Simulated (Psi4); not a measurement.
**PBE0/cc-pVDZ run of C2F3N (cyanotrifluoromethane)**

Aim: the energy change on altering one bond length of C2F3N (cyanotrifluoromethane) at PBE0/cc-pVDZ, from 2 runs. 

The calculation is run with Psi4 1.11.

3 further runs of the same task are left out: 3 that didn't finish.

## (1) Starting point

C2F3N: 6 atoms, total charge 0, spin state singlet. As SMILES, `N#CC(F)(F)F`. The coordinates come from a PBE0-D4/def2-TZVP relaxation.

Bond lengths: N1–C2 1.146 Å, C2–C3 1.481 Å, C3–F4 1.326 Å, C3–F5 1.326 Å, C3–F6 1.326 Å. Angles: N1–C2–C3 180.0°, C2–C3–F4 110.1°, C2–C3–F5 110.1°, C2–C3–F6 110.1°, F4–C3–F5 108.8°, F4–C3–F6 108.8°, F5–C3–F6 108.8°.

## (2) Energy and forces at PBE0/cc-pVDZ

Input file job.dat:

```
memory 1.6 GB

molecule mol {
  0 1
  N      1.022100    -1.705100     0.893500
  C      0.486200    -0.810600     0.417800
  C     -0.206400     0.345600    -0.197200
  F     -1.316000    -0.055800    -0.802300
  F      0.581500     0.927000    -1.091500
  F     -0.525200     1.234800     0.733600
  symmetry c1
  no_reorient
  no_com
}

set {
  basis                cc-pVDZ
  puream               true
  e_convergence        1e-09
  d_convergence        1e-08
  scf_type             pk
  dft_radial_points    99
  dft_spherical_points 590
}

gradient('pbe0')
```

Run with:

```bash
psi4 -i job.dat -o job.out -n 1
```

job.out:

```text
[...]
  Running in c1 symmetry.
[...]
  Nuclear repulsion =  232.270648827243122
[...]
  Multiplicity = 1
[...]
  Nalpha       = 23
  Nbeta        = 23
[...]
    Number of basis functions: 84
[...]
   @RKS iter   1:  -429.91025816103672   -2.97886e-01   7.00250e-03 DIIS/ADIIS
[...]
   @RKS iter  12:  -430.05190845698087   -6.25278e-13   6.95161e-10 DIIS
[...]
    Orbital Energies [Eh]
    ---------------------
    Doubly Occupied:
       1A    -24.856954     2A    -24.856941     3A    -24.856923
       4A    -14.448414     5A    -10.542522     6A    -10.315974
       7A     -1.401332     8A     -1.306647     9A     -1.306624
      10A     -0.985156    11A     -0.813262    12A     -0.695230
      13A     -0.657257    14A     -0.657250    15A     -0.523659
      16A     -0.523652    17A     -0.487560    18A     -0.487551
      19A     -0.482973    20A     -0.460870    21A     -0.417690
      22A     -0.401508    23A     -0.401507
[...]
  @RKS Final Energy:  -430.05190845698087
   => Energetics <=
    Nuclear Repulsion Energy =            232.2706488272431216
    One-Electron Energy =               -1054.5490790442609068
    Two-Electron Energy =                 429.1400963901314185
    DFT Exchange-Correlation Energy =     -36.9135746300945158
    Empirical Dispersion Energy =           0.0000000000000000
    VV10 Nonlocal Energy =                  0.0000000000000000
    Total Energy =                       -430.0519084569808683
[...]
 Multipole Moments:
 ------------------------------------------------------------------------------------
     Multipole            Electronic (a.u.)      Nuclear  (a.u.)        Total (a.u.)
 ------------------------------------------------------------------------------------
 L = 1.  Multiply by 2.5417464519 to convert [e a0] to [Debye]
 Dipole X            :          4.4863635           -4.7314963           -0.2451328
 Dipole Y            :         -7.5812309            7.9903290            0.4090981
 Dipole Z            :          5.1939035           -5.4116087           -0.2177052
 Magnitude           :                                                    0.5242584
[...]
  -Total Gradient:
     Atom            X                  Y                   Z
    ------   -----------------  -----------------  -----------------
       1       -0.012818487806     0.021399212145    -0.011382903741
       2        0.012684396278    -0.021180741902     0.011271076862
       3       -0.001306185252     0.002157414804    -0.001193779803
       4        0.002912472784     0.001250252768     0.001563378232
       5       -0.002216868505    -0.001414012456     0.002316961498
       6        0.000739804379    -0.002226950048    -0.002569306164
[...]
```

Run time: 21 s. Hardware: 1 thread of Intel Xeon Platinum 8488C (Sapphire Rapids), shared host; peak memory 1 GiB.

## (3) The distorted shape, same level

Input file calc.in:

```
memory 1.6 GB

molecule system {
  N      0.391786    -2.170216     1.608934
  C     -0.144114    -1.275716     1.133234
  C     -0.836714    -0.119516     0.518234
  F     -1.946314    -0.520916    -0.086866
  F      0.581500     0.927000    -1.091500
  F     -1.155514     0.769684     1.449034
  symmetry c1
}

set basis cc-pVDZ
set puream true
set e_convergence 1e-09
set d_convergence 1e-08
set scf_type pk
set dft_radial_points 99
set dft_spherical_points 590

energy_value, wavefunction = gradient('pbe0', return_wfn=True)
oeprop(wavefunction, 'DIPOLE', 'QUADRUPOLE', 'MULLIKEN_CHARGES', title='PBE0')
```

Run with:

```bash
psi4 -n 1 calc.in calc.out
```

calc.out:

```text
[...]
  Running in c1 symmetry.
[...]
  Nuclear repulsion =  205.327189441343876
[...]
  Multiplicity = 1
[...]
  Nalpha       = 23
  Nbeta        = 23
[...]
    Number of basis functions: 84
[...]
   @RKS iter   1:  -429.54527971591693   -4.96861e-01   9.56998e-03 DIIS/ADIIS
[...]
   @RKS iter  16:  -429.87605969721790   -1.59162e-12   6.28004e-09 DIIS
[...]
    Orbital Energies [Eh]
    ---------------------
    Doubly Occupied:
       1A    -24.918124     2A    -24.918093     3A    -24.730345
       4A    -14.484182     5A    -10.572737     6A    -10.356309
       7A     -1.418448     8A     -1.352897     9A     -1.092261
      10A     -1.018413    11A     -0.845116    12A     -0.710805
      13A     -0.681625    14A     -0.625282    15A     -0.546894
      16A     -0.543639    17A     -0.523659    18A     -0.454183
      19A     -0.437849    20A     -0.433410    21A     -0.360562
      22A     -0.346372    23A     -0.346361
[...]
  @RKS Final Energy:  -429.87605969721790
   => Energetics <=
    Nuclear Repulsion Energy =            205.3271894413438758
    One-Electron Energy =               -1000.7710066567636886
    Two-Electron Energy =                 402.2964944606429185
    DFT Exchange-Correlation Energy =     -36.7287369424410031
    Empirical Dispersion Energy =           0.0000000000000000
    VV10 Nonlocal Energy =                  0.0000000000000000
    Total Energy =                       -429.8760596972178973
[...]
  -Total Gradient:
     Atom            X                  Y                   Z
    ------   -----------------  -----------------  -----------------
       1       -0.014686471523     0.026681820990    -0.014860019335
       2        0.007324056171    -0.050565846083     0.038725499641
       3        0.018055643305     0.006950482996    -0.015195566210
       4       -0.032289271835    -0.017607118201     0.006747127157
       5        0.041004984471     0.031084471234    -0.047237875518
       6       -0.019408815029     0.003461026013     0.031816711950
[...]
 Multipole Moments:
 ------------------------------------------------------------------------------------
     Multipole            Electronic (a.u.)      Nuclear  (a.u.)        Total (a.u.)
 ------------------------------------------------------------------------------------
 L = 1.  Multiply by 2.5417464519 to convert [e a0] to [Debye]
 Dipole X            :         -1.7290462            0.7611285           -0.9679177
 Dipole Y            :          1.5683224           -1.8422732           -0.2739508
 Dipole Z            :         -0.4277276            1.1561990            0.7284715
 Magnitude           :                                                    1.2420082
 L = 2.  Multiply by 1.3450342976 to convert [e a0^2] to [Debye ang]
 Quadrupole XX       :       -166.9398042          143.0483996          -23.8914046
 Quadrupole XY       :         19.7047868          -19.9024541           -0.1976673
[...]
  Mulliken Charges: (a.u.)
   Center  Symbol    Alpha    Beta     Spin     Total
       1     N     3.52918  3.52918  0.00000 -0.05836
       2     C     2.97658  2.97658  0.00000  0.04685
       3     C     2.77470  2.77470  0.00000  0.45060
       4     F     4.53276  4.53276  0.00000 -0.06552
       5     F     4.65398  4.65398  0.00000 -0.30796
       6     F     4.53280  4.53280  0.00000 -0.06561
   Total alpha = 23.00000, Total beta = 23.00000, Total charge =  0.00000
    Psi4 run time: 0:00:19.29
```

Wall time 20 s (1 thread of Intel Xeon Platinum 8488C (Sapphire Rapids), shared host); peak memory 0.96 GiB.

## (4) What came out

At PBE0/cc-pVDZ:

| quantity | value |
| --- | --- |
| first shape: total energy | -430.05191 Eh |
| first shape: dipole moment | 1.33 D |
| first shape: HOMO energy | -10.93 eV |
| first shape: LUMO energy | -0.46 eV |
| first shape: HOMO–LUMO gap | 10.46 eV |
| first shape: largest force on an atom | 1.410 eV/Å |
| distorted shape: total energy | -429.87606 Eh |
| distorted shape: dipole moment | 3.16 D |
| distorted shape: HOMO energy | -9.42 eV |
| distorted shape: LUMO energy | -5.59 eV |
| distorted shape: HOMO–LUMO gap | 3.84 eV |
| distorted shape: largest force on an atom | 3.592 eV/Å |
| energy change with the C3–F5 bond stretched from 1.326 to 2.387 Å | 4.785 eV |

In words: One bond (distorted shape) is far stretched, which a spin-restricted single reference describes badly; a broken-symmetry solution may lie lower. With the C3–F5 bond stretched from 1.326 to 2.387 Å the energy rises by 4.79 eV (462 kJ/mol). The first shape isn't relaxed at this level, so the change isn't measured from a minimum. A restricted reference can't describe the breaking bond well at this length. The largest force (first shape) is 1.41 eV/Å: the shape isn't a stationary point for this species at this level.
